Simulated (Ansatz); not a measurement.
# H2Si2: the cost of one run

Computed with Ansatz 0.2.0, Gaussian basis. Level: def2-TZVPP, core rule «outside noble gas», up to 10 orbitals frozen.

To be run: UHF; ROHF; CCSD(T) on UHF.

2 further runs of the same task are left out: 2 set aside as unsound or not needed.

## 1. What is computed

The geometry is a PBE0/def2-TZVP stationary point (not a proven minimum) of the parent state, kept for this charge and spin.

4 atoms, charge 0, spin multiplicity 3.

Atoms are counted from 1 here; the program's logs count them from 0.

Bond lengths: Si1–Si2 2.101 Å, Si1–H3 1.493 Å, Si1–H4 1.638 Å, Si2–H4 1.718 Å. Angles: Si2–Si1–H3 160.7°, Si2–Si1–H4 53.0°, H3–Si1–H4 107.8°, Si1–Si2–H4 49.5°, Si1–H4–Si2 77.5°.

## 2. UHF

The input, in.yaml:

```yaml
crystal:
  periodic: [false, false, false]
  atoms:
    - {symbol: Si, position_ang: [0.000000, 0.064094, 1.005387]}
    - {symbol: Si, position_ang: [0.000000, -0.004642, -1.094839]}
    - {symbol: H, position_ang: [0.000000, -0.381837, 2.430212]}
    - {symbol: H, position_ang: [0.000000, -1.274751, 0.062301]}
basis:
  gaussian: {orbitals: def2-TZVPP}
magnetization: {spin_polarized: true, initial_magnetization: 2}
hamiltonian: {xc: hf}
output: {orbitals: {seedname: orbitals}}
```

Launch:

```console
> ansatz run in.yaml --threads 1 --pin off --events-out ev --progress --plain --max-ram 2816MiB --backend cpu
```

What time and memory should one allow on 1 thread of AMD EPYC 7R13, shared host?

About 11 s, with a peak of 0.29 GiB.
